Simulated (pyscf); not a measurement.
Structures and frequencies: ωB97X-D3(BJ)/def2-SVP in PySCF.

Q: Estimate the classical barrier height and the reaction energy of `[OH][Sn]([Cl])([Cl])[Cl]` + `[NH3]` → `[NH2][Sn]([OH])([Cl])[Cl]` + `[ClH]` at ωB97M-D3(BJ)/def2-TZVP. The step runs on the singlet surface, breaks Cl–Sn, H–N and forms N–Sn, Cl–H; take the separated reactants as zero.

A: ΔE‡ = 16.7 kcal/mol, ΔE = +17.4 kcal/mol. Zero-point energy shifts the barrier by -1.0 kcal/mol. It is a four-centre exchange, with an imaginary mode of 289i cm⁻¹. On the reactant side the descent ends in an adduct with a N–Sn contact (not fully relaxed), 22.4 kcal/mol under the separated species and 38.6 kcal/mol under the saddle at ωB97X-D3(BJ)/def2-TZVP. On the product side the descent ends in a complex, 6.0 kcal/mol under the separated species and 2.9 kcal/mol under the saddle at ωB97X-D3(BJ)/def2-TZVP. At ωB97M-D3(BJ) the saddle lies under the separated products, which points to a path from their complex (located at ωB97X-D3(BJ) alone), and parting the products costs more than the saddle. What is counted as formed (N–Sn) is already present as a longer contact in the reactant adduct; forming that adduct is a step of its own. One saddle was located; it need not be the lowest between these sides. Elements past Kr carry the def2 core potentials, without spin-orbit coupling.
